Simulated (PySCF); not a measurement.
Species: monochlorosilylene, ClHSi (singlet state).
SMILES with atom numbers: `[SiH:1][Cl:2]` (hydrogens: H3 on Si1)

The same species was optimised twice, with GFN2-xTB and with PBE0-D3(BJ)/def2-SVP (PySCF), and the same property calculations (PySCF, gas phase) were run on both structures.

```tsv
coordinate	GFN2-xTB	PBE0-D3(BJ)/def2-SVP	change
Si1–H3 (Å)	1.483	1.539	+0.056
Si1–Cl2 (Å)	2.063	2.092	+0.029
Cl2–Si1–H3 (°)	97.3	95.3	-2.0
```

Rotational constants: A = 241836, B = 7432, C = 7210 MHz (GFN2-xTB) against A = 222704, B = 7247, C = 7018 MHz (PBE0-D3(BJ)/def2-SVP). Point groups within 0.08 Å: Cs and Cs.

On the GFN2-xTB structure: HOMO (eV) -6.98 [PBE0/pcSseg-1]; LUMO (eV) -3.07 [PBE0/pcSseg-1]; dipole (D) 1.16 [PBE0/pcSseg-1]; GIAO shielding of Si1 (ppm) -299.8 [PBE0/pcSseg-1]; GIAO shielding of Cl2 (ppm) 332.9 [PBE0/pcSseg-1].

What do these properties become on the PBE0-D3(BJ)/def2-SVP structure?

```
                                    property          level  on GFN2-xTB  on PBE0-D3(BJ)/def2-SVP  change
                                   HOMO (eV)  PBE0/pcSseg-1        -6.98                    -7.10   -0.12
                                   LUMO (eV)  PBE0/pcSseg-1        -3.07                    -3.14   -0.07
                                  dipole (D)  PBE0/pcSseg-1         1.16                     1.29   +0.13
energy, GFN2-xTB geometry as zero (kcal/mol)  PBE0/pcSseg-1          0.0                     -0.6    -0.6
                 GIAO shielding of Si1 (ppm)  PBE0/pcSseg-1       -299.8                   -273.1   +26.7
                 GIAO shielding of Cl2 (ppm)  PBE0/pcSseg-1        332.9                    325.1    -7.8
```

The heavy atoms differ by 0.014 Å rms after alignment. Among all bonds Si1–H3 changes most (+0.056 Å). Changes are differences of the printed values. Neither structure is proved a minimum here.
